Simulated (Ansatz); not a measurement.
Candidates: zinc-blende GaAs, zinc-blende BP, zinc-blende GaP, zinc-blende BAs, zinc-blende AlN (metastable phase). Level: PBE in Ansatz (plane waves, PAW).

Each level is taken at its own relaxed cell. Ansatz's density-functional and Hartree–Fock values are scalar-relativistic unless marked +SOC, with PAW data made under PBE.

Order them by their zone-centre TO phonon frequency at this level, smallest first.

zinc-blende GaAs (252 cm⁻¹), zinc-blende GaP (345 cm⁻¹), zinc-blende AlN (metastable phase) (635 cm⁻¹), zinc-blende BAs (677 cm⁻¹), zinc-blende BP (800 cm⁻¹)

Ansatz is a first-principles code.
